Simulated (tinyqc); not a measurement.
A ladder of methods, and size consistency: correlation methods against full CI in the sto-3g basis, for LiH, spin multiplicity 1. Computed by the program tinyqc with PySCF. 

Geometry (angstrom):

| atom | x | y | z |
|---|---|---|---|
| Li | 0.0000 | 0.0000 | 0.0000 |
| H | 0.0000 | 0.0000 | 1.5530 |

RHF energy of one = -7.863027 hartree

All electrons correlated; +Q is the Davidson correction (1 - c0^2) E_corr. The last columns treat two copies 100 angstrom apart as one system. FCI is the lowest singlet.

Correlation energies (hartree):

| method | E_corr of one | share of FCI (%) | E_corr of two at 100 angstrom | two minus twice one (mhartree) |
|---|---|---|---|---|
| MP2 | -0.01255 | 63.612 | -0.02510 | -2.22e-05 |
| CISD | -0.01972 | 99.936 | -0.03854 | 0.894 |
| CISD+Q | -0.02019 | 102.352 | -0.04022 | 0.167 |
| CCSD | -0.01972 | 99.949 | -0.03944 | -4.86e-05 |
| CCSD(T) | -0.01973 | 99.990 | -0.03946 | -4.85e-05 |
| FCI | -0.01973 | 100.000 | - | - |

MP2 recovers 64 %, CISD 99.9 % and CCSD 99.9 % of the FCI value (c0^2 = 0.976 in CISD). MP2 and coupled cluster are size consistent, so their last column vanishes but for a trace of long-range electrostatics; CISD loses 0.89 mhartree, since a double excitation on each copy is a quadruple of the pair, and the Davidson correction leaves +0.17.
